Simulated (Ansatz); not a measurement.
## C5H3F: structure from calculated spectroscopic constants

These gas-phase data were calculated for one isomer of C5H3F at r2SCAN-D4/def2-SVP (harmonic, unscaled wavenumbers; equilibrium rotational constants with average atomic masses):

| Quantity | Value |
| --- | --- |
| rotational constants | 28.25, 1.277, 1.231 GHz |
| all wavenumbers above 1500 cm⁻¹ | 3473, 3069, 3017, 2326, 2153 |

Candidates:

(1) `C#CC(F)C#C`, a singlet
(2) `C#CC#CCF`, a singlet
(3) `C#CCC#CF`, a singlet

Problem. Which structure fits? Where the bands don't settle it, estimate the moments of inertia from typical bond lengths.

Solution. Candidate (2). 1 mode lies between 3300 and 3560 cm⁻¹, one for each ≡C–H bond, while (1) has 2. The rotational constants decide the rest: (3) would give 13.35, 1.468, 1.334 GHz.

The same quantities for all candidates:

```tsv
	rotational constants (GHz)	wavenumbers above 1500 cm⁻¹	E above the lowest, r2SCAN-D4/def2-SVP (kcal/mol)
(1)	5.678, 2.794, 1.969	3474, 3473, 3011, 2223, 2222	15.5
(2)	28.25, 1.277, 1.231	3473, 3069, 3017, 2326, 2153	0.0
(3)	13.35, 1.468, 1.334	3476, 3057, 3012, 2448, 2224	21.8
```

Harmonic stretches to hydrogen usually lie a few per cent above observed fundamentals. Programs: Ansatz 0.2.0.
